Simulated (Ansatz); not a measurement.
# HF (SMILES F): levels of theory compared

Wanted: a comparison of 6 runs (HF/3-21G, UB3LYP/3-21G, r2SCAN/3-21G, wB97X/3-21G, HSE06/cc-pVDZ, CCSDTQ/cc-pVDZ) of HF. 

The calculation is run with Ansatz 0.2.0.

57 further runs of the same task are left out: 1 that didn't finish, 56 set aside as unsound or not needed.

## (1) The structure to begin with

HF has 2 atoms, charge 0, and is taken as a singlet. SMILES: `F`. The H2–F1 distance was set to 1.840 Å, away from the relaxed value.

## (2) The energy at HF/3-21G (run 1)

Contents of job.yaml:

```yaml
crystal:
  periodic: [false, false, false]
  atoms:
    - symbol: F
      position_ang: [-1.169981, 0.433793, -0.589190]
    - symbol: H
      position_ang: [0.390000, -0.144600, 0.196400]
basis:
  gaussian:
    orbitals: 3-21G.json
accuracy: high
hamiltonian:
  xc: hf
```

The basis set 3-21G is read from a file made from the Basis Set Exchange's data (not shown).

On the command line:

```bash
ansatz run job.yaml --threads 1 --pin off --max-ram 2610MiB --events-out events.jsonl --progress --plain --runs-dir runs
```

What it wrote:

```text
Warning: RAYON_NUM_THREADS=1 ignored (pool sized by the plan → 1); use --threads N
Functional definition: HF
  name "HF"
  exchange = exact_x
  correlation = 0
147 factors; integrals over basis functions are off by at most 3.5e-9 eV
mean field evaluation 1: about -2696.5041 eV, gradient 3.6e1 eV
mean field evaluation 2: about -2696.5040 eV, gradient 3.6e1 eV
mean field evaluation 4: about -2700.6338 eV, gradient 7.9e0 eV
mean field evaluation 8: about -2700.7243 eV, gradient 7.4e-2 eV
mean field evaluation 16: about -2692.6206 eV, gradient 3.1e1 eV
mean field -2700.72428645 eV, -99.2497869104 hartree, gradient 2.0e-8 eV, S^2 0.000000; 0 other end points of the search recorded, 0 dependent functions left out
reference -2700.72428645 eV, -99.2497869104 hartree; 5, 5 occupied and 6, 6 virtual orbitals, 147 factors
Total energy: -2700.72428645 eV, -99.2497869104 hartree
```

Wall time 0.04 s (1 thread of Arm Neoverse V2, shared host).

## (3) A single-point energy at UB3LYP/3-21G (run 2)

Contents of run.yaml:

```yaml
crystal:
  periodic: [false, false, false]
  atoms:
    - {symbol: F, position_ang: [-1.169981, 0.433793, -0.589190]}
    - {symbol: H, position_ang: [0.390000, -0.144600, 0.196400]}
basis:
  gaussian:
    orbitals: 3-21G.json
magnetization:
  spin_polarized: true
hamiltonian:
  xc: {name: B3LYP}
accuracy: high
```

The basis set 3-21G is read from a file made from the Basis Set Exchange's data (not shown).

On the command line:

```bash
ansatz run run.yaml --threads 1 --pin off --max-ram 2610MiB --events-out events.jsonl --progress --plain --runs-dir runs
```

What it wrote:

```text
Warning: RAYON_NUM_THREADS=1 ignored (pool sized by the plan → 1); use --threads N
Functional definition: B3LYP
  name "B3LYP"
  parameter a0 = 0.2
  parameter ax = 0.72
  parameter ac = 0.81
  exchange = (1 - a0 - ax)*slater_x + ax*b88_x + a0*exact_x
  correlation = (1 - ac)*vwn_rpa_c + ac*lyp_c
147 factors; integrals over basis functions are off by at most 3.5e-9 eV
mean field evaluation 1: about -2707.8266 eV, gradient 3.1e1 eV
mean field evaluation 2: about -2690.2504 eV, gradient 6.6e1 eV
mean field evaluation 4: about -2712.8829 eV, gradient 7.1e0 eV
mean field evaluation 8: about -2713.1371 eV, gradient 2.6e-1 eV
mean field evaluation 16: about -2713.1374 eV, gradient 3.9e-6 eV
mean field evaluation 32: about -2713.4465 eV, gradient 1.3e-8 eV
mean field evaluation 64: about -2713.4465 eV, gradient 8.9e-3 eV
mean field -2713.44650067 eV, -99.7173196594 hartree, gradient 2.8e-8 eV, S^2 0.500012; 4 other end points of the search recorded, 0 dependent functions left out
reference -2713.44651525 eV, -99.7173201954 hartree; 5, 5 occupied and 6, 6 virtual orbitals, 147 factors
Total energy: -2713.44651525 eV, -99.7173201954 hartree
```

It took 1.1 s on 1 thread of Arm Neoverse V2, shared host.

Runs 3 to 4 aren't shown in full; the table further down has their settings and results.

## (4) The energy at HSE06/cc-pVDZ (run 5)

Contents of in.yaml:

```yaml
crystal:
  periodic: [false, false, false]
  atoms:
    - symbol: F
      position_ang: [-1.169981, 0.433793, -0.589190]
    - symbol: H
      position_ang: [0.390000, -0.144600, 0.196400]
basis:
  gaussian:
    orbitals: cc-pVDZ
hamiltonian:
  xc: {name: HSE06}
accuracy: high
```

On the command line:

```bash
ansatz run in.yaml --threads 1 --pin off --max-ram 2610MiB --events-out events.jsonl --progress --plain --runs-dir runs
```

What it wrote:

```text
Warning: RAYON_NUM_THREADS=1 ignored (pool sized by the plan → 1); use --threads N
Functional definition: HSE06
  name "HSE06"
  parameter a = 0.25
  parameter omega = 0.11/bohr
  exchange = pbe_x - a*pbe_x_sr(omega) + a*exact_x_sr(omega)
  correlation = pbe_c
297 factors; integrals over basis functions are off by at most 2.0e-9 eV
39 factors; integrals over basis functions are off by at most 1.2e-9 eV
mean field evaluation 1: about -2720.2660 eV, gradient 4.3e1 eV
mean field evaluation 2: about -2696.4914 eV, gradient 1.0e2 eV
mean field evaluation 4: about -2724.8815 eV, gradient 1.2e1 eV
mean field evaluation 8: about -2725.2613 eV, gradient 2.7e-1 eV
mean field evaluation 16: about -2725.2614 eV, gradient 7.0e-8 eV
mean field -2725.26143128 eV, -100.1515103509 hartree, gradient 7.0e-8 eV, S^2 0.000000; 0 other end points of the search recorded, 0 dependent functions left out
reference -2725.26143289 eV, -100.1515104102 hartree; 5, 5 occupied and 14, 14 virtual orbitals, 297 factors
Total energy: -2725.26143289 eV, -100.1515104102 hartree
```

Wall time 0.36 s (1 thread of Arm Neoverse V2, shared host).

## (5) A single-point energy at CCSDTQ/cc-pVDZ (run 6)

Contents of molecule.yaml:

```yaml
crystal:
  periodic: [false, false, false]
  atoms:
    - symbol: F
      position_ang: [-1.169981, 0.433793, -0.589190]
    - symbol: H
      position_ang: [0.390000, -0.144600, 0.196400]
basis:
  gaussian: {orbitals: cc-pVDZ}
correlation: {method: ccsdtq, frozen_orbitals: {F: 1, H: 0}}
accuracy: high
scf: {omitted_lower_state_checks: [cluster_reference, increment]}
```

On the command line:

```bash
ansatz run molecule.yaml --threads 1 --pin off --max-ram 2610MiB --events-out events.jsonl --progress --plain --runs-dir runs
```

What it wrote:

```text
Warning: RAYON_NUM_THREADS=1 ignored (pool sized by the plan → 1); use --threads N
[... 11 lines left out ...]
1 core orbitals not correlated: weight in the atoms' cores, before any rotation towards them, 1.000 or more for the frozen orbitals, at most 0.000 for the correlated occupied ones
[... 25 lines left out ...]
WARN: these amplitudes may be one of several solutions (largest doubles amplitude 0.42, level shift 3.14 eV)
Total energy: -2722.85034809 eV, -100.0629046781 hartree
Checks for a lower state left out: cluster_reference, increment
```

Wall time 4.5 s (1 thread of Arm Neoverse V2, shared host); peak memory 0.16 GiB.

## (6) All runs side by side

```tsv
run	level	frozen core orbitals	energy (Eh)	wall time
1	HF/3-21G	–	-99.249787	0.04 s
2	UB3LYP/3-21G	–	-99.717320	1.1 s
3	r2SCAN/3-21G	–	-99.663378	0.62 s
4	wB97X/3-21G	–	-99.675419	0.82 s
5	HSE06/cc-pVDZ	–	-100.151510	0.36 s
6	CCSDTQ/cc-pVDZ	1	-100.062905	4.5 s
```

## (7) Results

| quantity | value |
| --- | --- |
| run 6: total energy | -100.06290 Eh |
| run 6: correlation energy (1 core orbital frozen) | -271.6 mEh |
| run 6: T1 diagnostic | 0.049 |

In words: Totals of different functionals can't be ranked against each other. In run 6 the log says that unrestricted orbitals would lower the reference, so the values rest on an unstable closed-shell determinant (other closed-shell runs at this shape may share the fault). In runs 1, 3, 4, 5 a closed-shell determinant meets a far-stretched bond, which it describes badly. Spin contamination of the reference: run 2 ⟨S²⟩ = 0.50. All runs together took 7.4 s, the longest 4.5 s.
